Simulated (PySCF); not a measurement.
## Basis-set dependence of BO at CCSD(T)

PySCF, UHF reference; doublet, unpaired electrons σ ↑; De to B + O without counterpoise correction. Frozen cores follow the default of each basis and core potential.

| basis | relativity | functions | Re (Å) | ωe (cm⁻¹) | De (eV) | frozen orbitals |
| --- | --- | --- | --- | --- | --- | --- |
| aug-pcseg-1 | no relativity | 46 | 1.218 | 1867 | 8.01 | 2 |
| cc-pVTZ | no relativity | 60 | 1.213 | 1877 | 8.11 | 2 |
| x2c-TZVPPall | spin-free X2C | 62 | 1.213 | 1872 | 8.10 | 2 |
| def2-TZVPPD | no relativity | 77 | 1.213 | 1868 | 8.11 | 2 |

(1) How does each smaller set differ from the one with most functions, def2-TZVPPD?

Correlated steps freeze 2 core orbitals. Correlated levels converge slowly with the basis: in double zeta they bind strong bonds too weakly, by up to about 1 eV, and carry superposition errors of some tenths. The state was picked by a PBE0 search and need not be the measured ground state.

Results:

(1) aug-pcseg-1: +0.5 pm, -0.1 % in ωe, -0.10 eV in De; cc-pVTZ: +0.0 pm, +0.5 % in ωe, +0.00 eV in De; x2c-TZVPPall: +0.0 pm, +0.2 % in ωe, -0.01 eV in De. All at CCSD(T); the set with most functions is neither the basis-set limit nor always the best. The rows treat relativity differently, so the differences are not basis effects alone.
